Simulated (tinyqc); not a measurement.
Worked calculation (part 1 of 2): UHF in the sto-6g basis, for OH+, spin multiplicity 3. This run ends on a higher stationary point, not on the lowest solution. Computed by tinyqc, a small Python program that keeps every step (integrals from PySCF). Settings: charge = 1, multiplicity = 3, basis = sto-6g, energy threshold = 1e-08, iteration cap = 54, orthogonalisation = symmetric, start = highest core orbitals, DIIS depth = 8, method = UHF. Command: `OMP_NUM_THREADS=1 python tinyqc.py 29552 29553 out.jsonl` (the two numbers bound the seeds that draw the settings). One thread of a shared host (Intel(R) Xeon(R) Processor @ 2.60GHz), about 0.7 s of CPU time with the checks. Later iterations appear only in the table of the cycle.

## One-electron integrals

Geometry (angstrom):
```
atom         x         y         z
O     0.000000  0.000000  0.000000
H     0.000000  0.000000  1.855000
```

Basis sto-6g: exponents (1/bohr^2) and contraction coefficients of normalised primitives:
```
element  l (shell)     exponent  coefficient
O            s (1)  1355.584234     0.009164
O            s (1)   248.544885     0.049361
O            s (1)    69.533902     0.168538
O            s (1)    23.886772     0.370563
O            s (1)     9.275933     0.416492
O            s (1)     3.820341     0.130334
O            s (2)    52.187762    -0.013253
O            s (2)    10.329320    -0.046992
O            s (2)     3.210345    -0.033785
O            s (2)     1.235135     0.250242
O            s (2)     0.536420     0.595117
O            s (2)     0.245881     0.240706
O            p (3)    52.187762     0.003760
O            p (3)    10.329320     0.037679
O            p (3)     3.210345     0.173897
O            p (3)     1.235135     0.418036
O            p (3)     0.536420     0.425860
O            p (3)     0.245881     0.101708
H            s (1)    35.523221     0.009164
H            s (1)     6.513144     0.049361
H            s (1)     1.822143     0.168538
H            s (1)     0.625955     0.370563
H            s (1)     0.243077     0.416492
H            s (1)     0.100112     0.130334
```

Overlap, kinetic and nuclear-attraction integrals over the contracted functions; the nuclear repulsion is the sum of Za Zb / Rab.

nuclear repulsion = 2.28216587 hartree

overlap S, lower triangle:
```
           1O 1s     1O 2s    1O 2px    1O 2py    1O 2pz     2H 1s
1O 1s   1.000000
1O 2s   0.231145  1.000000
1O 2px  0.000000  0.000000  1.000000
1O 2py  0.000000  0.000000  0.000000  1.000000
1O 2pz  0.000000  0.000000  0.000000  0.000000  1.000000
2H 1s   0.006926  0.105194  0.000000  0.000000  0.108788  1.000000
```

kinetic energy T (hartree), lower triangle:
```
            1O 1s      1O 2s    1O 2px    1O 2py     1O 2pz     2H 1s
1O 1s   29.327197
1O 2s   -0.896024   0.842618
1O 2px   0.000000   0.000000  2.531309
1O 2py   0.000000   0.000000  0.000000  2.531309
1O 2pz   0.000000   0.000000  0.000000  0.000000   2.531309
2H 1s   -0.002782  -0.018004  0.000000  0.000000  -0.002433  0.768522
```

nuclear attraction V (hartree), lower triangle:
```
             1O 1s      1O 2s     1O 2px     1O 2py     1O 2pz      2H 1s
1O 1s   -61.543586
1O 2s    -6.217220  -9.285602
1O 2px    0.000000   0.000000  -9.278335
1O 2py    0.000000   0.000000   0.000000  -9.278335
1O 2pz   -0.004373  -0.052188   0.000000   0.000000  -9.298940
2H 1s    -0.211788  -0.619586   0.000000   0.000000  -0.550539  -3.519686
```

core Hamiltonian H = T + V (hartree), lower triangle:
```
             1O 1s      1O 2s     1O 2px     1O 2py     1O 2pz      2H 1s
1O 1s   -32.216389
1O 2s    -7.113244  -8.442984
1O 2px    0.000000   0.000000  -6.747026
1O 2py    0.000000   0.000000   0.000000  -6.747026
1O 2pz   -0.004373  -0.052188   0.000000   0.000000  -6.767631
2H 1s    -0.214571  -0.637589   0.000000   0.000000  -0.552973  -2.751164
```

## Two-electron integrals

Functions are numbered as in S; the eight-fold symmetry (ij|kl) = (ji|kl) = (kl|ij) leaves the list below.

Two-electron integrals (ij|kl) in chemists' order, unique and non-zero (hartree):
```
(11|11) 4.787491   (21|11) 0.675884   (21|21) 0.121505   (22|11) 1.117379
(22|21) 0.249212   (22|22) 0.817383   (31|31) 0.025762   (32|31) 0.039145
(32|32) 0.180664   (33|11) 1.117381   (33|21) 0.249212   (33|22) 0.817382
(33|33) 0.880663   (41|41) 0.025762   (42|41) 0.039145   (42|42) 0.180664
(43|43) 0.047461   (44|11) 1.117381   (44|21) 0.249212   (44|22) 0.817382
(44|33) 0.785741   (44|44) 0.880663   (51|51) 0.025762   (52|51) 0.039145
(52|52) 0.180664   (53|53) 0.047461   (54|54) 0.047461   (55|11) 1.117381
(55|21) 0.249212   (55|22) 0.817382   (55|33) 0.785741   (55|44) 0.785741
(55|55) 0.880663   (61|11) 0.021420   (61|21) 0.003700   (61|22) 0.007454
(61|33) 0.007439   (61|44) 0.007439   (61|51) 0.000183   (61|52) 0.000362
(61|55) 0.007483   (61|61) 0.000115   (62|11) 0.070837   (62|21) 0.016113
(62|22) 0.061068   (62|33) 0.060020   (62|44) 0.060020   (62|51) 0.001276
(62|52) 0.010551   (62|55) 0.063165   (62|61) 0.000496   (62|62) 0.006637
(63|31) 0.001516   (63|32) 0.009350   (63|53) 0.002039   (63|63) 0.000784
(64|41) 0.001516   (64|42) 0.009350   (64|54) 0.002039   (64|64) 0.000784
(65|11) 0.060605   (65|21) 0.013941   (65|22) 0.056047   (65|33) 0.053895
(65|44) 0.053895   (65|51) 0.002388   (65|52) 0.017681   (65|55) 0.060351
(65|61) 0.000442   (65|62) 0.007368   (65|65) 0.008814   (66|11) 0.285004
(66|21) 0.065869   (66|22) 0.284373   (66|33) 0.277970   (66|44) 0.277970
(66|51) 0.004333   (66|52) 0.051011   (66|55) 0.297176   (66|61) 0.002022
(66|62) 0.045691   (66|65) 0.056962   (66|66) 0.774999
```

## Orthogonalisation

S = U s U^T; symmetric (Loewdin) form X = U s^(-1/2) U^T, so that X^T S X = 1.

eigenvalues of S: 0.744286  0.899796  1.000000  1.000000  1.094339  1.261578

X, lower triangle:
```
            1O 1s      1O 2s    1O 2px    1O 2py     1O 2pz     2H 1s
1O 1s    1.020935
1O 2s   -0.120180   1.025310
1O 2px   0.000000   0.000000  1.000000
1O 2py   0.000000   0.000000  0.000000  1.000000
1O 2pz  -0.000580   0.004486  0.000000  0.000000   1.004514
2H 1s    0.006017  -0.054604  0.000000  0.000000  -0.055195  1.008815
```

## Starting guess

The start is the highest orbitals of the core Hamiltonian (a deliberately bad start); D(s) = C_occ C_occ^T for each spin.

D(alpha) at the start, lower triangle:
```
            1O 1s      1O 2s    1O 2px    1O 2py     1O 2pz     2H 1s
1O 1s    0.050404
1O 2s   -0.231972   1.068503
1O 2px   0.000000   0.000000  1.000000
1O 2py   0.000000   0.000000  0.000000  1.000000
1O 2pz  -0.002069   0.012189  0.000000  0.000000   1.012116
2H 1s    0.017770  -0.112027  0.000000  0.000000  -0.111374  1.023771
```

D(beta) at the start, lower triangle:
```
            1O 1s      1O 2s    1O 2px    1O 2py     1O 2pz     2H 1s
1O 1s    0.000083
1O 2s   -0.000653   0.005156
1O 2px   0.000000   0.000000  1.000000
1O 2py   0.000000   0.000000  0.000000  1.000000
1O 2pz  -0.000576   0.004547  0.000000  0.000000   0.004010
2H 1s    0.009184  -0.072523  0.000000  0.000000  -0.063959  1.020100
```

## Iteration 1: building the Fock matrix

J_ij = sum D_kl (ij|kl) with D = D(alpha) + D(beta), K_ij = sum D_kl (ik|jl) for each spin; F = H + J - K(s); E = tr D H + tr D J / 2 - 0.5 sum_s tr D(s) K(s) + E_nn.

Coulomb J (hartree), lower triangle:
```
           1O 1s     1O 2s    1O 2px    1O 2py    1O 2pz     2H 1s
1O 1s   7.268126
1O 2s   1.619234  5.457576
1O 2px  0.000000  0.000000  5.476758
1O 2py  0.000000  0.000000  0.000000  5.476758
1O 2pz  0.008731  0.100026  0.000000  0.000000  5.419199
2H 1s   0.048537  0.454636  0.000000  0.000000  0.444870  3.251864
```

exchange K(alpha) (hartree), lower triangle:
```
            1O 1s     1O 2s    1O 2px    1O 2py    1O 2pz     2H 1s
1O 1s    0.135170
1O 2s    0.129883  1.299395
1O 2px   0.000000  0.000000  1.150645
1O 2py   0.000000  0.000000  0.000000  1.150645
1O 2pz  -0.000019  0.002917  0.000000  0.000000  1.154137
2H 1s    0.005686  0.106202  0.000000  0.000000  0.094809  0.788100
```

exchange K(beta) (hartree), lower triangle:
```
            1O 1s     1O 2s    1O 2px    1O 2py    1O 2pz     2H 1s
1O 1s    0.051718
1O 2s    0.078355  0.362811
1O 2px   0.000000  0.000000  0.928407
1O 2py   0.000000  0.000000  0.000000  0.928407
1O 2pz  -0.000006  0.002027  0.000000  0.000000  0.098087
2H 1s    0.002676  0.041745  0.000000  0.000000  0.039082  0.778402
```

F(alpha) (hartree), lower triangle:
```
             1O 1s      1O 2s     1O 2px     1O 2py     1O 2pz      2H 1s
1O 1s   -25.083432
1O 2s    -5.623893  -4.284803
1O 2px    0.000000   0.000000  -2.420913
1O 2py    0.000000   0.000000   0.000000  -2.420913
1O 2pz    0.004377   0.044921   0.000000   0.000000  -2.502569
2H 1s    -0.171720  -0.289154   0.000000   0.000000  -0.202912  -0.287399
```

F(beta) (hartree), lower triangle:
```
             1O 1s      1O 2s     1O 2px     1O 2py     1O 2pz      2H 1s
1O 1s   -24.999980
1O 2s    -5.572365  -3.348218
1O 2px    0.000000   0.000000  -2.198675
1O 2py    0.000000   0.000000   0.000000  -2.198675
1O 2pz    0.004364   0.045811   0.000000   0.000000  -1.446519
2H 1s    -0.168710  -0.224698   0.000000   0.000000  -0.147185  -0.277701
```

total energy of this density = -28.66836820 hartree

## Iteration 1: diagonalisation and new density

Diagonalise F' = X^T F X, C = X C', fill 5 alpha and 3 beta electrons from the bottom; D(s) = C_occ C_occ^T. Each column has its largest component positive (the first on a tie).

F' = X^T F X (alpha) (hartree), lower triangle:
```
            1          2          3          4          5          6
1  -24.828217
2   -2.356475  -3.451031
3    0.000000   0.000000  -2.420913
4    0.000000   0.000000   0.000000  -2.420913
5   -0.001847   0.044987   0.000000   0.000000  -2.503124
6   -0.007918  -0.080249   0.000000   0.000000  -0.055151  -0.257464
```

orbital energies (alpha) (hartree): MO1 -25.084908, MO2 -3.199184, MO3 -2.501822, MO4 -2.420913, MO5 -2.420913, MO6 -0.253923

coefficients C (alpha):
```
              MO1        MO2        MO3       MO4        MO5        MO6
1O 1s    1.001922  -0.229340  -0.014491  0.000000   0.000000   0.011614
1O 2s   -0.008483   1.028269   0.066688  0.000000   0.000000  -0.082756
1O 2px   0.000000   0.000000   0.000000  0.884212  -0.467086   0.000000
1O 2py   0.000000   0.000000   0.000000  0.467086   0.884212   0.000000
1O 2pz  -0.000261  -0.059545   1.001049  0.000000   0.000000  -0.080441
2H 1s    0.000748  -0.025544  -0.031536  0.000000   0.000000   1.011002
```

F' = X^T F X (beta) (hartree), lower triangle:
```
            1          2          3          4          5          6
1  -24.740407
2   -2.426793  -2.485077
3    0.000000   0.000000  -2.198675
4    0.000000   0.000000   0.000000  -2.198675
5   -0.002303   0.048234   0.000000   0.000000  -1.443673
6   -0.008857  -0.066018   0.000000   0.000000  -0.057393  -0.254881
```

orbital energies (beta) (hartree): MO1 -25.001969, MO2 -2.228386, MO3 -2.198675, MO4 -2.198675, MO5 -1.443848, MO6 -0.249834

coefficients C (beta):
```
              MO1        MO2       MO3        MO4        MO5        MO6
1O 1s    1.002182  -0.228187  0.000000   0.000000  -0.013318   0.013151
1O 2s   -0.009654   1.028032  0.000000   0.000000   0.060914  -0.089739
1O 2px   0.000000   0.000000  0.977663  -0.210180   0.000000   0.000000
1O 2py   0.000000   0.000000  0.210180   0.977663   0.000000   0.000000
1O 2pz  -0.000253  -0.056489  0.000000   0.000000   0.998967  -0.104832
2H 1s    0.000785  -0.020292  0.000000   0.000000  -0.006480   1.011592
```

D(alpha) after iteration 1, lower triangle:
```
            1O 1s      1O 2s    1O 2px    1O 2py     1O 2pz     2H 1s
1O 1s    1.056654
1O 2s   -0.245289   1.061857
1O 2px   0.000000   0.000000  1.000000
1O 2py   0.000000   0.000000  0.000000  1.000000
1O 2pz  -0.001112   0.005532  0.000000  0.000000   1.005645
2H 1s    0.007065  -0.028376  0.000000  0.000000  -0.030048  0.001648
```

D(beta) after iteration 1, lower triangle:
```
            1O 1s      1O 2s    1O 2px    1O 2py    1O 2pz     2H 1s
1O 1s    1.056439
1O 2s   -0.244258   1.056942
1O 2px   0.000000   0.000000  0.955824
1O 2py   0.000000   0.000000  0.205486  0.044176
1O 2pz   0.012637  -0.058070  0.000000  0.000000  0.003191
2H 1s    0.005417  -0.020869  0.000000  0.000000  0.001146  0.000412
```

Within a degenerate level the vectors are fixed only up to a rotation; this is one choice.

## Iteration 2: building the Fock matrix

As before.

Coulomb J (hartree), lower triangle:
```
            1O 1s      1O 2s    1O 2px    1O 2py    1O 2pz     2H 1s
1O 1s   16.292203
1O 2s    2.834159   7.117262
1O 2px   0.000000   0.000000  7.176285
1O 2py   0.000000   0.000000  0.019505  7.089749
1O 2pz  -0.003770  -0.020028  0.000000  0.000000  7.085752
2H 1s    0.087200   0.505032  0.000000  0.000000  0.452828  2.262585
```

exchange K(alpha) (hartree), lower triangle:
```
           1O 1s     1O 2s    1O 2px    1O 2py    1O 2pz     2H 1s
1O 1s   4.933683
1O 2s   0.792384  1.413225
1O 2px  0.000000  0.000000  1.175080
1O 2py  0.000000  0.000000  0.000000  1.175080
1O 2pz  0.000052  0.001001  0.000000  0.000000  1.175833
2H 1s   0.026902  0.090340  0.000000  0.000000  0.065478  0.012726
```

exchange K(beta) (hartree), lower triangle:
```
            1O 1s      1O 2s    1O 2px    1O 2py    1O 2pz     2H 1s
1O 1s    4.881856
1O 2s    0.714009   1.049437
1O 2px   0.000000   0.000000  1.042683
1O 2py   0.000000   0.000000  0.171211  0.283096
1O 2pz  -0.002257  -0.055524  0.000000  0.000000  0.248746
2H 1s    0.023027   0.062790  0.000000  0.000000  0.007788  0.005426
```

F(alpha) (hartree), lower triangle:
```
             1O 1s      1O 2s     1O 2px     1O 2py     1O 2pz      2H 1s
1O 1s   -20.857869
1O 2s    -5.071469  -2.738947
1O 2px    0.000000   0.000000  -0.745822
1O 2py    0.000000   0.000000   0.019505  -0.832357
1O 2pz   -0.008195  -0.073217   0.000000   0.000000  -0.857712
2H 1s    -0.154273  -0.222897   0.000000   0.000000  -0.165623  -0.501304
```

F(beta) (hartree), lower triangle:
```
             1O 1s      1O 2s     1O 2px    1O 2py     1O 2pz      2H 1s
1O 1s   -20.806042
1O 2s    -4.993094  -2.375159
1O 2px    0.000000   0.000000  -0.613424
1O 2py    0.000000   0.000000  -0.151706  0.059627
1O 2pz   -0.005886  -0.016692   0.000000  0.000000   0.069375
2H 1s    -0.150398  -0.195347   0.000000  0.000000  -0.107933  -0.494005
```

total energy of this density = -74.49355213 hartree

## Iteration 2: DIIS over 2 matrices

error matrix X^T (FDS - SDF) X (alpha):
```
           1          2         3         4          5          6
1   0.000000   0.000637  0.000000  0.000000   0.000499  -0.027060
2  -0.000637   0.000000  0.000000  0.000000   0.001060   0.042847
3   0.000000   0.000000  0.000000  0.000000   0.000000   0.000000
4   0.000000   0.000000  0.000000  0.000000   0.000000   0.000000
5  -0.000499  -0.001060  0.000000  0.000000   0.000000   0.078630
6   0.027060  -0.042847  0.000000  0.000000  -0.078630   0.000000
```

B (overlaps of the stored error matrices):
```
                1               2
1   3.6653346e-02  -2.6273740e-03
2  -2.6273740e-03   3.9926500e-02
```

Minimise |sum c_i e_i|^2 with sum c_i = 1: solve [B -1; -1 0][c; lambda] = [0; -1] with B_ij = tr e_i^T e_j summed over both spins, and take F = sum c_i F_i.

DIIS coefficients: 0.519999  0.480001

extrapolated F(alpha) (hartree), lower triangle:
```
             1O 1s      1O 2s     1O 2px     1O 2py     1O 2pz      2H 1s
1O 1s   -23.055156
1O 2s    -5.358729  -3.542790
1O 2px    0.000000   0.000000  -1.616867
1O 2py    0.000000   0.000000   0.009362  -1.658404
1O 2pz   -0.001657  -0.011786   0.000000   0.000000  -1.713035
2H 1s    -0.163345  -0.257351   0.000000   0.000000  -0.185013  -0.390074
```

extrapolated F(beta) (hartree), lower triangle:
```
             1O 1s      1O 2s     1O 2px     1O 2py     1O 2pz      2H 1s
1O 1s   -22.986884
1O 2s    -5.294314  -2.881148
1O 2px    0.000000   0.000000  -1.437752
1O 2py    0.000000   0.000000  -0.072819  -1.114687
1O 2pz   -0.000556   0.015809   0.000000   0.000000  -0.718888
2H 1s    -0.159920  -0.210609   0.000000   0.000000  -0.128344  -0.381527
```

## Iteration 2: diagonalisation and new density

As before.

F' = X^T F X (alpha) (hartree), lower triangle:
```
            1          2          3          4          5          6
1  -22.768426
2   -2.415371  -2.711301
3    0.000000   0.000000  -1.616867
4    0.000000   0.000000   0.009362  -1.658404
5   -0.002135  -0.008927   0.000000   0.000000  -1.709248
6   -0.001457  -0.079131   0.000000   0.000000  -0.071870  -0.363174
```

orbital energies (alpha) (hartree): MO1 -23.055201, MO2 -2.427689, MO3 -1.712846, MO4 -1.660417, MO5 -1.614854, MO6 -0.356412

coefficients C (alpha):
```
             MO1        MO2        MO3        MO4       MO5        MO6
1O 1s   0.999648  -0.239302   0.003833   0.000000  0.000000   0.014585
1O 2s   0.001517   1.029402  -0.016771   0.000000  0.000000  -0.093555
1O 2px  0.000000   0.000000   0.000000  -0.210180  0.977663   0.000000
1O 2py  0.000000   0.000000   0.000000   0.977663  0.210180   0.000000
1O 2pz  0.000078   0.018294   1.000031   0.000000  0.000000  -0.108260
2H 1s   0.000008  -0.016923  -0.001541   0.000000  0.000000   1.011674
```

F' = X^T F X (beta) (hartree), lower triangle:
```
            1          2          3          4          5          6
1  -22.703538
2   -2.436546  -2.035550
3    0.000000   0.000000  -1.437752
4    0.000000   0.000000  -0.072819  -1.114687
5   -0.004554   0.021086   0.000000   0.000000  -0.712125
6   -0.002334  -0.069184   0.000000   0.000000  -0.071189  -0.360767
```

orbital energies (beta) (hartree): MO1 -22.986902, MO2 -1.755861, MO3 -1.453407, MO4 -1.099032, MO5 -0.725939, MO6 -0.343279

coefficients C (beta):
```
              MO1        MO2       MO3        MO4        MO5        MO6
1O 1s    1.000220  -0.236723  0.000000   0.000000  -0.001412   0.017574
1O 2s   -0.000958   1.028274  0.000000   0.000000   0.001801  -0.106555
1O 2px   0.000000   0.000000  0.977663  -0.210180   0.000000   0.000000
1O 2py   0.000000   0.000000  0.210180   0.977663   0.000000   0.000000
1O 2pz   0.000012  -0.015480  0.000000   0.000000   0.975051  -0.247289
2H 1s    0.000124  -0.005364  0.000000   0.000000   0.139838   1.002092
```

D(alpha) after iteration 2, lower triangle:
```
            1O 1s      1O 2s    1O 2px    1O 2py     1O 2pz     2H 1s
1O 1s    1.056576
1O 2s   -0.244885   1.059953
1O 2px   0.000000   0.000000  1.000000
1O 2py   0.000000   0.000000  0.000000  1.000000
1O 2pz  -0.000467   0.002061  0.000000  0.000000   1.000396
2H 1s    0.004052  -0.017394  0.000000  0.000000  -0.001850  0.000289
```

D(beta) after iteration 2, lower triangle:
```
            1O 1s      1O 2s    1O 2px    1O 2py    1O 2pz     2H 1s
1O 1s    1.056478
1O 2s   -0.244375   1.057348
1O 2px   0.000000   0.000000  0.955824
1O 2py   0.000000   0.000000  0.205486  0.044176
1O 2pz   0.003677  -0.015917  0.000000  0.000000  0.000240
2H 1s    0.001393  -0.005516  0.000000  0.000000  0.000083  0.000029
```
